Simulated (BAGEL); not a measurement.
# C3H4FN (SMILES [H]/N=C(\F)C=C) at HF/3-21G (density fitting with qzvpp-jkfit)

Aim: the vertical ionisation energy of C3H4FN at HF/3-21G (density fitting with qzvpp-jkfit), from 2 runs. 

The results are computed with BAGEL 1.2.2.

## Step 1: The structure to begin with

The species is C3H4FN (9 atoms), meant as a singlet with charge 0. As SMILES, `[H]/N=C(\F)C=C`. The shape is that of a PBE0-D4/def2-TZVP optimisation. This is one conformer, not always the lowest.

Bond lengths: C1–C2 1.328 Å, C2–C3 1.457 Å, C3–N4 1.252 Å, C3–F5 1.351 Å, C1–H6 1.083 Å, C1–H7 1.083 Å, C2–H8 1.083 Å, N4–H9 1.018 Å. Angles: C1–C2–C3 123.8°, C2–C3–N4 124.1°, C2–C3–F5 113.6°, N4–C3–F5 122.3°, C1–C2–H8 122.2°, C3–C2–H8 114.0°, C2–C1–H6 120.9°, C2–C1–H7 121.5°, C3–N4–H9 111.7°, H6–C1–H7 117.6°.

## Step 2: The energy at HF/3-21G (density fitting with qzvpp-jkfit)

Contents of input.json:

```json
{ "bagel": [

{
  "title": "molecule",
  "basis": "3-21g",
  "df_basis": "qzvpp-jkfit",
  "angstrom": true,
  "geometry": [
    { "atom": "C", "xyz": [      -0.024500,       0.153200,      -1.566100 ] },
    { "atom": "C", "xyz": [       0.150100,      -0.509500,      -0.429000 ] },
    { "atom": "C", "xyz": [      -0.020000,       0.085300,       0.889900 ] },
    { "atom": "N", "xyz": [       0.143400,      -0.534100,       1.965100 ] },
    { "atom": "F", "xyz": [      -0.376000,       1.387900,       0.854800 ] },
    { "atom": "H", "xyz": [       0.114700,      -0.336200,      -2.522000 ] },
    { "atom": "H", "xyz": [      -0.310000,       1.198000,      -1.573300 ] },
    { "atom": "H", "xyz": [       0.435500,      -1.554200,      -0.408600 ] },
    { "atom": "H", "xyz": [      -0.024500,       0.063400,       2.772000 ] }
  ]
},

{ "title": "hf" },

{ "title": "print", "file": "orbitals.molden", "orbitals": true }

]}
```

Launch:

```console
$ BAGEL_NUM_THREADS=1 BAGEL input.json > input.out
```

The program printed:

```text
* using 1 threads per process

  ===============================================================
  ===============================================================

  *** Geometry ***

  { "atom" : "C", "xyz" : [     -0.046298,      0.289506,     -2.959500 ] },
  { "atom" : "C", "xyz" : [      0.283648,     -0.962815,     -0.810693 ] },
  { "atom" : "C", "xyz" : [     -0.037795,      0.161194,      1.681667 ] },
  { "atom" : "N", "xyz" : [      0.270987,     -1.009303,      3.713501 ] },
  { "atom" : "F", "xyz" : [     -0.710537,      2.622751,      1.615338 ] },
  { "atom" : "H", "xyz" : [      0.216752,     -0.635326,     -4.765889 ] },
  { "atom" : "H", "xyz" : [     -0.585815,      2.263892,     -2.973106 ] },
  { "atom" : "H", "xyz" : [      0.822976,     -2.937012,     -0.772142 ] },
  { "atom" : "H", "xyz" : [     -0.046298,      0.119809,      5.238321 ] },

  Number of auxiliary basis functions:      451

  Since a DF basis is specified, we compute 2- and 3-index integrals:
    o Being stored without compression. Storage requirement is 0.010 GB

  Number of basis functions:       53
  Number of electrons      :       38

    * METHOD: MOLECULE                             0.13

  *** RHF ***

  === Nuclear Repulsion ===
   161.5620718595

      * DIIS with orbital gradients will be used.

  === RHF iteration (3-21g) ===
      0       -268.13871139          0.02621694           0.03
      1       -268.25189605          0.01580784           0.03
      2       -268.29609066          0.00214960           0.03
      3       -268.29803627          0.00096082           0.03
      4       -268.29833300          0.00030004           0.03
      5       -268.29840652          0.00013295           0.03
      6       -268.29841645          0.00004874           0.03
      7       -268.29841802          0.00001583           0.03
      8       -268.29841810          0.00000615           0.03
      9       -268.29841812          0.00000298           0.03
     10       -268.29841812          0.00000128           0.03
     11       -268.29841812          0.00000037           0.03
     12       -268.29841812          0.00000019           0.03
     13       -268.29841812          0.00000009           0.03
     14       -268.29841812          0.00000003           0.03
     15       -268.29841812          0.00000001           0.03
     16       -268.29841812          0.00000001           0.03
    * SCF iteration converged.

    * Permanent dipole moment:
           (    0.053708,    -0.207032,     0.513897) a.u.

    * METHOD: HF                                   0.55

    * METHOD: PRINT                                0.00

  ===============================================================
```

Wall time 0.84 s (1 thread of Arm Neoverse V2, shared host); peak memory 0.081 GiB.

## Step 3: The doublet cation

Contents of job.json:

```json
{ "bagel": [

{
  "title": "molecule",
  "basis": "3-21g",
  "df_basis": "qzvpp-jkfit",
  "angstrom": "true",
  "geometry": [
    { "atom": "C", "xyz": [      -0.024500,       0.153200,      -1.566100 ] },
    { "atom": "C", "xyz": [       0.150100,      -0.509500,      -0.429000 ] },
    { "atom": "C", "xyz": [      -0.020000,       0.085300,       0.889900 ] },
    { "atom": "N", "xyz": [       0.143400,      -0.534100,       1.965100 ] },
    { "atom": "F", "xyz": [      -0.376000,       1.387900,       0.854800 ] },
    { "atom": "H", "xyz": [       0.114700,      -0.336200,      -2.522000 ] },
    { "atom": "H", "xyz": [      -0.310000,       1.198000,      -1.573300 ] },
    { "atom": "H", "xyz": [       0.435500,      -1.554200,      -0.408600 ] },
    { "atom": "H", "xyz": [      -0.024500,       0.063400,       2.772000 ] }
  ]
},

{
  "title": "uhf",
  "charge": 1,
  "nopen": 1
},

{
  "title": "print",
  "file": "orbitals.molden",
  "orbitals": "true"
}

]}
```

Launch:

```console
$ BAGEL_NUM_THREADS=1 BAGEL job.json > job.out
```

The program printed:

```text
* using 1 threads per process

  ===============================================================
  ===============================================================

  *** Geometry ***

  { "atom" : "C", "xyz" : [     -0.046298,      0.289506,     -2.959500 ] },
  { "atom" : "C", "xyz" : [      0.283648,     -0.962815,     -0.810693 ] },
  { "atom" : "C", "xyz" : [     -0.037795,      0.161194,      1.681667 ] },
  { "atom" : "N", "xyz" : [      0.270987,     -1.009303,      3.713501 ] },
  { "atom" : "F", "xyz" : [     -0.710537,      2.622751,      1.615338 ] },
  { "atom" : "H", "xyz" : [      0.216752,     -0.635326,     -4.765889 ] },
  { "atom" : "H", "xyz" : [     -0.585815,      2.263892,     -2.973106 ] },
  { "atom" : "H", "xyz" : [      0.822976,     -2.937012,     -0.772142 ] },
  { "atom" : "H", "xyz" : [     -0.046298,      0.119809,      5.238321 ] },

  Number of auxiliary basis functions:      451

  Since a DF basis is specified, we compute 2- and 3-index integrals:
    o Being stored without compression. Storage requirement is 0.010 GB

  Number of basis functions:       53
  Number of electrons      :       38

    * METHOD: MOLECULE                             0.12

  *** Open-shell HF ***

  === Nuclear Repulsion ===
   161.5620718595

      * DIIS with orbital gradients will be used.

  === UHF iteration (3-21g) ===
      0       -267.77355225          0.05161556           0.05
      1       -267.90135423          0.03355602           0.05
      2       -267.93733761          0.02163555           0.05
      3       -267.96111912          0.00204560           0.05
      4       -267.96341735          0.00107746           0.05
      5       -267.96460306          0.00056663           0.05
      6       -267.96562198          0.00048135           0.05
      7       -267.96624151          0.00039861           0.05
      8       -267.96695548          0.00022262           0.05
      9       -267.96705028          0.00008482           0.05
     10       -267.96705485          0.00005793           0.05
     11       -267.96705689          0.00003633           0.05
     12       -267.96705781          0.00001524           0.05
     13       -267.96705809          0.00000665           0.05
     14       -267.96705813          0.00000434           0.05
     15       -267.96705814          0.00000253           0.05
     16       -267.96705815          0.00000107           0.05
     17       -267.96705815          0.00000039           0.05
     18       -267.96705815          0.00000023           0.05
     19       -267.96705815          0.00000014           0.05
     20       -267.96705815          0.00000006           0.06
     21       -267.96705815          0.00000002           0.05
     22       -267.96705815          0.00000002           0.05
     23       -267.96705815          0.00000001           0.05
    * SCF iteration converged.

    * S^2 (UHF) is 0.9388

    * Permanent dipole moment:
           (   -0.123863,     0.421083,     1.526370) a.u.

    * METHOD: UHF                                  1.28

    * METHOD: PRINT                                0.01

  ===============================================================
```

It took 1.6 s on 1 thread of Arm Neoverse V2, shared host; peak memory 0.081 GiB.

## Step 4: Summary of results

At HF/3-21G (density fitting with qzvpp-jkfit):

```
                                          quantity          value
                      singlet C3H4FN: total energy  -268.29842 Eh
                     singlet C3H4FN: dipole moment         1.41 D
                       singlet C3H4FN: HOMO energy      -10.29 eV
                       singlet C3H4FN: LUMO energy        2.90 eV
                     singlet C3H4FN: HOMO–LUMO gap       13.19 eV
                      doublet cation: total energy  -267.96706 Eh
                              doublet cation: ⟨S²⟩          0.939
vertical ionisation energy (to the doublet cation)       9.017 eV
```

**Reading.** The vertical ionisation energy comes to 9.02 eV (870 kJ/mol). The negative HOMO energy of the first species, 10.29 eV, lies 1.27 eV above that difference. ⟨S²⟩ (doublet cation) is 0.94 where a pure doublet has 0.75: the reference is spin-contaminated.
